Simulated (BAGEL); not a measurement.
**One shape, several levels: SiHCl (SMILES [SiH]Cl)**

We compute a comparison of 6 runs (HF/STO-3G, HF/cc-pVTZ, CASPT2(12,9)/6-31G*, NEVPT2(12,9)/6-31G*, CASPT2(12,9)/cc-pVTZ, NEVPT2(12,9)/cc-pVTZ) of SiHCl. 

Program for the calculation: BAGEL 1.2.2.

2 further runs of the same task are left out: 2 set aside as unsound or not needed.

## (1) The structure to begin with

SiHCl has 3 atoms, charge 0, and is taken as a singlet. SMILES: `[SiH]Cl`. The Si1–Cl2 distance was set to 2.700 Å, away from the relaxed value.

Bond lengths: Si1–H3 1.529 Å. A long bond or contact: Si1–Cl2 2.700 Å.

## (2) The energy at HF/STO-3G (density fitting with cc-pvqz-jkfit) (run 1)

The input, input.json:

```json
{ "bagel" : [

{
  "title" : "molecule",
  "basis" : "sto-3g",
  "df_basis" : "cc-pvqz-jkfit",
  "angstrom" : true,
  "geometry" : [
    { "atom" : "Si", "xyz" : [   -1.095375,    0.636410,   -0.524930 ] },
    { "atom" : "Cl", "xyz" : [    1.275420,    0.352820,    0.736230 ] },
    { "atom" : "H", "xyz" : [   -1.274205,   -0.858350,   -0.793340 ] }
  ]
},
{ "title" : "hf" },
{ "title" : "print", "file" : "orbitals.molden", "orbitals" : true }

]}
```

Started as:

```sh
$ BAGEL_NUM_THREADS=1 BAGEL input.json > input.out
```

Output:

```text
* using 1 threads per process

  ===============================================================
  ===============================================================

  *** Geometry ***

  { "atom" : "Si", "xyz" : [     -2.069959,      1.202641,     -0.991974 ] },
  { "atom" : "Cl", "xyz" : [      2.410194,      0.666733,      1.391273 ] },
  { "atom" : "H", "xyz" : [     -2.407898,     -1.622046,     -1.499195 ] },

  Number of auxiliary basis functions:      347

  Since a DF basis is specified, we compute 2- and 3-index integrals:
    o Being stored without compression. Storage requirement is 0.001 GB

  Number of basis functions:       19
  Number of electrons      :       32

    * METHOD: MOLECULE                             0.09

  *** RHF ***

  === Nuclear Repulsion ===
    54.2877100931

      * DIIS with orbital gradients will be used.

  === RHF iteration (sto-3g) ===
      0       -740.61965695          0.01433025           0.02
      1       -740.68593655          0.00266531           0.01
      2       -740.68733306          0.00090119           0.01
      3       -740.68768237          0.00030947           0.01
      4       -740.68772555          0.00003414           0.01
      5       -740.68772596          0.00000574           0.01
      6       -740.68772597          0.00000151           0.01
      7       -740.68772597          0.00000058           0.01
      8       -740.68772597          0.00000011           0.01
      9       -740.68772597          0.00000001           0.01
     10       -740.68772597          0.00000000           0.01
    * SCF iteration converged.

    * Permanent dipole moment:
           (    2.285504,    -0.137556,     1.231313) a.u.

    * METHOD: HF                                   0.14

    * METHOD: PRINT                                0.00

  ===============================================================
```

Run time: 2.3 s. Hardware: 1 thread of Intel Xeon 6975P-C (Granite Rapids), shared host; peak memory 0.14 GiB.

## (3) The energy at HF/cc-pVTZ (density fitting with cc-pvqz-jkfit) (run 2)

The input, hf.json:

```json
{ "bagel" : [

{
  "title" : "molecule",
  "basis" : "cc-pvtz.json",
  "df_basis" : "cc-pvqz-jkfit",
  "angstrom" : true,
  "geometry" : [
    { "atom" : "Si", "xyz" : [      -1.095375,       0.636410,      -0.524930 ] },
    { "atom" : "Cl", "xyz" : [       1.275420,       0.352820,       0.736230 ] },
    { "atom" : "H", "xyz" : [      -1.274205,      -0.858350,      -0.793340 ] }
  ]
},

{
  "title" : "hf"
},

{
  "title" : "print",
  "file" : "orbitals.molden",
  "orbitals" : true
}

]}
```

The basis set cc-pVTZ is read from a file made from the Basis Set Exchange's data (not shown).

Started as:

```sh
$ BAGEL_NUM_THREADS=1 BAGEL hf.json > hf.out
```

Output:

```text
* using 1 threads per process

  ===============================================================
  ===============================================================

  *** Geometry ***

  { "atom" : "Si", "xyz" : [     -2.069959,      1.202641,     -0.991974 ] },
  { "atom" : "Cl", "xyz" : [      2.410194,      0.666733,      1.391273 ] },
  { "atom" : "H", "xyz" : [     -2.407898,     -1.622046,     -1.499195 ] },

  Number of auxiliary basis functions:      347

  Since a DF basis is specified, we compute 2- and 3-index integrals:
    o Being stored without compression. Storage requirement is 0.019 GB

  Number of basis functions:       82
  Number of electrons      :       32

    * METHOD: MOLECULE                             0.12

  *** RHF ***

  === Nuclear Repulsion ===
    54.2877100931

      * DIIS with orbital gradients will be used.

  === RHF iteration (cc-pvtz.json) ===
      0       -748.91428047          0.01055341           0.04
      1       -748.97211490          0.00560478           0.04
      2       -748.98972926          0.00108716           0.04
      3       -748.99084690          0.00025165           0.04
      4       -748.99094782          0.00011757           0.03
      5       -748.99096788          0.00003854           0.04
      6       -748.99097009          0.00000952           0.03
      7       -748.99097021          0.00000290           0.04
      8       -748.99097022          0.00000128           0.04
      9       -748.99097022          0.00000045           0.04
     10       -748.99097022          0.00000014           0.04
     11       -748.99097022          0.00000006           0.04
     12       -748.99097022          0.00000003           0.04
     13       -748.99097022          0.00000001           0.04
     14       -748.99097022          0.00000000           0.04
    * SCF iteration converged.

    * Permanent dipole moment:
           (    1.937584,    -0.052145,     1.051240) a.u.

    * METHOD: HF                                   0.69

    * METHOD: PRINT                                0.01

  ===============================================================
```

Wall time 2.8 s (1 thread of Intel Xeon 6975P-C (Granite Rapids), shared host); peak memory 0.14 GiB.

Runs 3 to 4 aren't shown in full; the table further down has their settings and results.

## (4) The energy at CASPT2(12,9)/cc-pVTZ (density fitting with cc-pvqz-jkfit) (run 5)

The input, calc.json:

```json
{ "bagel": [

{
  "title": "molecule",
  "basis": "cc-pvtz.json",
  "df_basis": "cc-pvqz-jkfit",
  "angstrom": "true",
  "geometry": [
    { "atom": "Si", "xyz": [      -1.095375,       0.636410,      -0.524930 ] },
    { "atom": "Cl", "xyz": [       1.275420,       0.352820,       0.736230 ] },
    { "atom": "H", "xyz": [      -1.274205,      -0.858350,      -0.793340 ] }
  ]
},

{
  "title": "hf"
},

{
  "title": "casscf",
  "nstate": 1,
  "nact": 9,
  "nclosed": 10,
  "maxiter": 200,
  "natocc": "true"
},

{
  "title": "print",
  "file": "orbitals.molden",
  "orbitals": "true"
},

{
  "title": "smith",
  "method": "caspt2",
  "ms": "true",
  "xms": "true",
  "sssr": "true",
  "shift": 0.0,
  "ncore": 10
}

]}
```

The basis set cc-pVTZ is read from a file made from the Basis Set Exchange's data (not shown).

Started as:

```sh
$ BAGEL_NUM_THREADS=1 BAGEL calc.json > calc.out
```

Output:

```text
* using 1 threads per process

  ===============================================================
  ===============================================================

  *** Geometry ***

  { "atom" : "Si", "xyz" : [     -2.069959,      1.202641,     -0.991974 ] },
  { "atom" : "Cl", "xyz" : [      2.410194,      0.666733,      1.391273 ] },
  { "atom" : "H", "xyz" : [     -2.407898,     -1.622046,     -1.499195 ] },

  Number of auxiliary basis functions:      347

[... 21 lines left out ...]
    * SCF iteration converged.
[... 1 line left out ...]
    * Permanent dipole moment:
[... 22 lines left out ...]
    * Second-order optimization converged. *
[... 11 lines left out ...]
     * ci vector, state   0, <S^2> = 0.0000
[... 18 lines left out ...]
    * Zeroth order energy : state  0       -6.5968017670

    * CASPT2 iteration is performed using redundant basis

      ---- iteration ----

        0    -0.24254339     0.00550729      0.27
        1    -0.24372884     0.00064708      0.39
        2    -0.24376570     0.00010986      0.39
        3    -0.24376627     0.00001449      0.39
        4    -0.24376629     0.00000264      0.38
        5    -0.24376629     0.00000037      0.39

      -------------------

    * CASPT2 energy : state  0     -749.2899368688
        reference weight              0.9099337347

    * METHOD: SMITH                                5.52

  ===============================================================
```

Wall time 18 s (1 thread of Intel Xeon 6975P-C (Granite Rapids), shared host); peak memory 0.6 GiB.

## (5) The energy at NEVPT2(12,9)/cc-pVTZ (density fitting with cc-pvqz-jkfit) (run 6)

The input, calc.json:

```json
{ "bagel" : [

{
  "title" : "molecule",
  "basis" : "cc-pvtz.json",
  "df_basis" : "cc-pvqz-jkfit",
  "angstrom" : "true",
  "geometry" : [
    { "atom" : "Si", "xyz" : [   -1.095375,    0.636410,   -0.524930 ] },
    { "atom" : "Cl", "xyz" : [    1.275420,    0.352820,    0.736230 ] },
    { "atom" : "H", "xyz" : [   -1.274205,   -0.858350,   -0.793340 ] }
  ]
},
{
  "title" : "hf"
},
{
  "title" : "nevpt2",
  "nstate" : 1,
  "nact" : 9,
  "nclosed" : 10,
  "maxiter" : 200,
  "natocc" : "true",
  "ncore" : 10
},
{
  "title" : "print",
  "file" : "orbitals.molden",
  "orbitals" : "true"
}

]}
```

The basis set cc-pVTZ is read from a file made from the Basis Set Exchange's data (not shown).

Started as:

```sh
$ BAGEL_NUM_THREADS=1 BAGEL calc.json > calc.out
```

Output:

```text
* using 1 threads per process

  ===============================================================
  ===============================================================

  *** Geometry ***

  { "atom" : "Si", "xyz" : [     -2.069959,      1.202641,     -0.991974 ] },
  { "atom" : "Cl", "xyz" : [      2.410194,      0.666733,      1.391273 ] },
  { "atom" : "H", "xyz" : [     -2.407898,     -1.622046,     -1.499195 ] },

  Number of auxiliary basis functions:      347

[... 21 lines left out ...]
    * SCF iteration converged.
[... 1 line left out ...]
    * Permanent dipole moment:
[... 23 lines left out ...]
    * Second-order optimization converged. *
[... 11 lines left out ...]
     * ci vector, state   0, <S^2> = 0.0000
[... 5 lines left out ...]
  === DF-NEVPT2 calculation ===

    * 3-index integral transformation done
    * assembly done

      NEVPT2 correlation energy:   -0.2130779143      0.14

          (+0)      0.0000000000
          (+0)'     0.0000000000
          (+1)      0.0000000000
          (+1)'     0.0000000000
          (+2)      0.0000000000
          (-1)      0.0000000000
          (-1)'    -0.0510596501
          (-2)     -0.1620182642

      NEVPT2 total energy:       -749.2592484929

    * METHOD: NEVPT2                              58.86

    * METHOD: PRINT                                0.01

  ===============================================================
```

It took 62 s on 1 thread of Intel Xeon 6975P-C (Granite Rapids), shared host; peak memory 1.3 GiB.

## (6) The series

| run | level | iteration cap | active rule | energy (Eh) | wall time |
| --- | --- | --- | --- | --- | --- |
| 1 | HF/STO-3G (density fitting with cc-pvqz-jkfit) | – | – | -740.687726 | 2.3 s |
| 2 | HF/cc-pVTZ (density fitting with cc-pvqz-jkfit) | – | – | -748.990970 | 2.8 s |
| 3 | CASPT2(12,9)/6-31G* (density fitting with cc-pvqz-jkfit, spherical functions) | 200 | valence | -749.126150 | 11 s |
| 4 | NEVPT2(12,9)/6-31G* (density fitting with cc-pvqz-jkfit, spherical functions) | 200 | valence | -749.109417 | 52 s |
| 5 | CASPT2(12,9)/cc-pVTZ (density fitting with cc-pvqz-jkfit) | 200 | valence | -749.289937 | 18 s |
| 6 | NEVPT2(12,9)/cc-pVTZ (density fitting with cc-pvqz-jkfit) | 200 | valence | -749.259248 | 62 s |

## (7) Outcome

```
           quantity          value
run 6: total energy  -749.25925 Eh
```

**Reading.** Below the HF energy at the same shape and in the same basis (cc-pVTZ): CASPT2(12,9) -299.0 mEh; NEVPT2(12,9) -268.3 mEh. In run 1 the basis is minimal, so the values are rough. All runs together took 2.5 min, the longest 62 s.
